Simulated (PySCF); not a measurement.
Does the answer move with the share of exact exchange?

Species: CH8BN.
SMILES: `C[BH2-][NH3+]`

PySCF, def2-SVPD basis, density fitting, gas phase, PBE0-D3(BJ)/def2-SVP geometry; singlet excitations by full TDDFT with frozen cores, triplets by Tamm–Dancoff TDDFT and ionisation energies by ΔSCF, from the lowest of the holes tried. One functional is left out:

```csv
functional,exact exchange (%),HOMO energy (eV),LUMO energy (eV),lowest singlet excitation (eV),lowest triplet excitation (eV),dipole moment (D),mean polarisability (au),vertical ionisation energy (eV)
LDA,0,-6.02,-0.98,5.05,4.99,5.023,47.2,9.53
PBE,0,-6.02,-0.95,5.09,5.01,5.017,46.2,9.52
PBE0,25,-7.35,-0.19,6.00,5.90,5.085,44.1,9.78
BHandHLYP,50,-8.68,0.31,6.67,6.54,5.128,42.7,9.97
```

Problem. Predict the row of B3LYP (20 % exact exchange) by straight lines through the other rows, and check it.

Solution. 
```tsv
property	line	computed	computed − line	PBE0 (25 %), for comparison
HOMO energy (eV)	-7.08	-7.20	-0.12	-7.35
LUMO energy (eV)	-0.42	-0.54	-0.12	-0.19
lowest singlet excitation (eV)	5.74	5.74	0.00	6.00
lowest triplet excitation (eV)	5.65	5.66	+0.01	5.90
dipole moment (D)	5.066	5.071	+0.005	5.085
mean polarisability (au)	44.9	44.6	-0.3	44.1
vertical ionisation energy (eV)	9.71	9.85	+0.14	9.78
```

Problem. Which of these properties follows the share of exact exchange most closely, and which least?

Solution. Most closely the HOMO energy, least the mean polarisability; the correlations over the tabulated rows are HOMO energy -1.000, vertical ionisation energy 0.997, lowest singlet excitation 0.996, lowest triplet excitation 0.996, LUMO energy 0.994, dipole moment 0.994, mean polarisability -0.969. The HOMO energy moves by -0.532 eV for every 10 %. Functionals with the same share still differ in their other parts: at 0 % LDA and PBE differ by 0.00 eV in it.
